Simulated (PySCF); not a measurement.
Molecule: SMILES C(CC)C(=O)Cl, C$_{4}$H$_{7}$ClO.

Atoms are numbered as in `[CH3:1][CH2:2][CH2:3][C:4](=[O:5])[Cl:6]` (H(Xn): hydrogen on atom n).

Geometry PBE0-D3(BJ)/def2-SVP throughout; GIAO in PySCF 2.14.0 with density-fitted response routines, gas phase, one conformer, non-relativistic; equivalent atoms averaged; basis pcSseg-1.

**Question.** How do the shifts δ (against TMS, H2O, HCl at the same level) depend on the functional? (ppm; last column core-seconds on 1 thread of an Arm Neoverse V1, shared host)

**Answer.** 
```
functional                    kind     C4    C3    C2    C1     O5    Cl6  H(C3)  H(C2)  H(C1)  core-s
      WP04           global hybrid  188.3  52.0  23.3  16.2  562.1  471.7   2.56   1.49   0.92      11
     B97-2           global hybrid  179.7  50.8  21.1  15.0  569.2  453.5   2.57   1.47   0.94      11
 BHandHLYP           global hybrid  184.4  50.6  20.0  14.5  602.6  438.1   2.46   1.45   0.96      10
 CAM-B3LYP  range-separated hybrid  186.1  52.2  20.3  14.2  601.2  468.3   2.51   1.44   0.94      14
   wB97X-D  range-separated hybrid  183.2  51.3  19.9  14.4  588.3  459.4   2.51   1.42   0.93      14
   LC-wPBE  range-separated hybrid  184.7  49.7  18.0  13.4  595.5  451.2   2.43   1.37   0.90      22
```

**Question.** Which nucleus moves most, in ppm?

**Answer.** O5 (carbonyl oxygen): from 562.1 ppm with WP04 to 602.6 ppm with BHandHLYP. The smallest spread is 0.05 ppm, at H(C1). Proton shifts span only some 12 ppm, so a few tenths of a ppm matter as much there as several ppm in carbon.
